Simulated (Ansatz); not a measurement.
**C₂H₃NS: one species, many methods**

How much do the methods differ for C₂H₃NS? The plan is to run it at one geometry with functionals of several rungs and with coupled cluster, and see how far each lands from CCSD(T) at the basis-set limit for the atomisation energy.

Program: Ansatz 0.2.0, Gaussian basis. Level of theory: functionals in def2-TZVPP, the program's frozen cores in correlated methods. These are calculated values, not measurements.

Levels to be run: LDA (SPW92), PBE-D4, revPBE-D4, BLYP-D4, r2SCAN-D4, B97M-V, PBE0-D4, B3LYP-D4, r2SCANh-D4, r2SCAN0-D4, HSE06-D4, BHLYP-D4, CAM-B3LYP-D4, LC-ωPBE, ωB97X-V, ωB97M-V, B2PLYP, PBE-QIDH; CCSD(T)/def2-SVP; CCSD(T)/def2-TZVPP; MP2/def2-QZVPP; extrapolation to the limit; RPA on PBE.

### 1 The relaxed structure

An earlier PBE0-D4 in a triple-zeta def2 set relaxation fixed the geometry.

SMILES `NC1=CS1`, 7 atoms, charge 0, spin multiplicity 1.

Atoms are counted from 1 here; the program's logs count them from 0.

Bond lengths: N1–C2 1.342 Å, N1–H5 1.006 Å, N1–H6 1.007 Å, C2–C3 1.284 Å, C2–S4 1.791 Å, C3–S4 1.865 Å, C3–H7 1.071 Å. Angles: C2–N1–H5 116.4°, C2–N1–H6 117.1°, H5–N1–H6 115.4°, N1–C2–C3 152.3°, N1–C2–S4 134.9°, C3–C2–S4 72.6°, C2–C3–S4 66.4°, C2–C3–H7 155.4°, S4–C3–H7 138.0°, C2–S4–C3 41.1°.

Geometry (Å):

| atom | x (Å) | y (Å) | z (Å) |
| --- | --- | --- | --- |
| N1 | -0.4966 | 1.0598 | -0.3879 |
| C2 | 0.0235 | -0.1432 | -0.0978 |
| C3 | 0.8218 | -0.9100 | 0.5528 |
| S4 | -0.1140 | -1.7832 | -0.8040 |
| H5 | -1.3766 | 1.0607 | -0.8751 |
| H6 | -0.3838 | 1.7869 | 0.3002 |
| H7 | 1.5870 | -1.1391 | 1.2661 |

### 2 LDA

This LDA is Slater exchange with PW92 correlation.

in.yaml reads:

```yaml
crystal:
  periodic: [false, false, false]
  atoms:
    - {symbol: N, position_ang: [-0.496633, 1.059752, -0.387889]}
    - {symbol: C, position_ang: [0.023520, -0.143192, -0.097804]}
    - {symbol: C, position_ang: [0.821821, -0.910041, 0.552770]}
    - {symbol: S, position_ang: [-0.114031, -1.783175, -0.803962]}
    - {symbol: H, position_ang: [-1.376606, 1.060679, -0.875141]}
    - {symbol: H, position_ang: [-0.383762, 1.786928, 0.300176]}
    - {symbol: H, position_ang: [1.586992, -1.139147, 1.266147]}
basis:
  gaussian: {orbitals: def2-TZVPP}
hamiltonian: {xc: lda}
output: {orbitals: {seedname: orbitals}}
```

On the command line:

```bash
$ ansatz run in.yaml --threads 2 --pin off --events-out ev --progress --plain --max-ram 4352MiB
```

The runs that follow: PBE-D4 (GGA); revPBE-D4 (GGA); BLYP-D4 (GGA); r2SCAN-D4 (meta-GGA); B97M-V (meta-GGA); PBE0-D4 (hybrid); B3LYP-D4 (hybrid); r2SCANh-D4 (hybrid); r2SCAN0-D4 (hybrid); HSE06-D4 (hybrid); BHLYP-D4 (hybrid); CAM-B3LYP-D4 (range-separated); LC-ωPBE (range-separated); ωB97X-V (range-separated); ωB97M-V (range-separated); B2PLYP (double hybrid); PBE-QIDH (double hybrid); CCSD(T) in def2-SVP; CCSD(T) in def2-TZVPP; MP2 in def2-QZVPP; RPA on PBE orbitals.

**Question.** What will the summary of the whole plan be? Wanted: atomisation energy, CCSD(T)/CBS; farthest beyond LDA; mean size of error, GGA; mean size of error, meta-GGA; mean size of error, hybrid; mean size of error, range-separated; mean size of error, double hybrid; gap, smallest and largest; T1 diagnostic.

As calculated:

```
                               quantity                                  value
        atomisation energy, CCSD(T)/CBS                          2598.2 kJ/mol
 functionals within 13.0 kJ/mol (0.5 %)          r2SCANh-D4, LC-ωPBE, PBE-QIDH
                    farthest beyond LDA                 PBE-D4 (+149.3 kJ/mol)
                mean size of error, GGA                            85.5 kJ/mol
           mean size of error, meta-GGA                            24.6 kJ/mol
             mean size of error, hybrid                            49.6 kJ/mol
    mean size of error, range-separated                            19.7 kJ/mol
      mean size of error, double hybrid                             9.7 kJ/mol
              gap, smallest and largest  2.89 eV (BLYP-D4), 10.04 eV (LC-ωPBE)
                          T1 diagnostic                                 0.0126
triples share of the correlation energy                                  4.9 %
```

LDA overbinds by 527.9 kJ/mol (20 %). PBE-D4 is off by +149.3 kJ/mol. Double hybrids carry the basis error of their MP2 part in triple zeta, and no dispersion term here, so their miss is partly the set-up's. By mean error the best rung here is double hybrid (9.7 kJ/mol) and the worst beyond LDA is GGA (85.5 kJ/mol). The reference freezes the cores and leaves out relativity and excitations past (T), so misses under about 13.0 kJ/mol can't be ranked. Hartree-Fock recovers 64 % of the binding; the rest is correlation. CCSD(T) in def2-SVP is off by -191.7 kJ/mol, so the small basis spoils what the method gains. Orbital gaps span 2.9 to 10.0 eV; exact exchange widens them.
